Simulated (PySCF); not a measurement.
**Which determinant of C2 lies lowest?**

Unrestricted PBE0; PySCF, no relativity, basis sets C aug-cc-pVDZ. Outer shells of the fragments: C 2s2 2p2; C 2s2 2p2.

Followed along the bond (rough minima from three points):

| 2Ms+1 | unpaired | ⟨S²⟩ at the start | R at minimum (Å) | Te (eV) |
| --- | --- | --- | --- | --- |
| 3 | σ ↑, π ↑ | 2.00 | 1.32 | 0.00 |
| 1 | σ ↑, π ↓ | 1.01 | 1.32 | 0.26 |
| 1 | none | 0.98 | 1.24 | 0.41 |
| 3 | π ↑↑ | 2.01 | 1.38 | 0.43 |
| 1 | π ↑↓ | 1.00 | 1.39 | 0.77 |

Solutions found at the starting distance of 1.420 Å, counted from the lowest of them; the search is not exhaustive and high or unbound solutions are not listed, so other states can lie among these:

| 2Ms+1 | unpaired | term | E (eV) | ⟨S²⟩ | ⟨Lz²⟩ |
| --- | --- | --- | --- | --- | --- |
| 3 | σ ↑, π ↑ | ³Π | 0.00 | 2.00 | 1.00 |
| 3 | π ↑↑ | ³Σ⁻ | 0.17 | 2.01 | 0.00 |
| 1 | σ ↑, π ↓ | mixed | 0.24 | 1.01 | 1.00 |
| 1 | π ↑↓ | mixed | 0.50 | 1.00 | 2.01 |
| 1 | none | mixed | 1.15 | 0.98 | 0.00 |
| 1 | none | mixed | 1.52 | 0.00 | 2.00 |
| 3 | σ ↑↑ | ³Σ⁺ | 2.65 | 2.01 | 0.00 |
| 5 | σ ↑, π ↑↑↑ | ⁵Π | 3.32 | 6.01 | 1.00 |
| 3 | σ ↑, π ↑↑↓ | mixed | 4.09 | 3.01 | 3.02 |
| 1 | σ ↑, π ↑↓↓ | mixed | 4.49 | 2.02 | 3.02 |

A term symbol is given only where ⟨S²⟩ and ⟨Lz²⟩ are close to those of a pure state; real π, δ and φ orbitals otherwise mix terms, and g/u labels are left off.
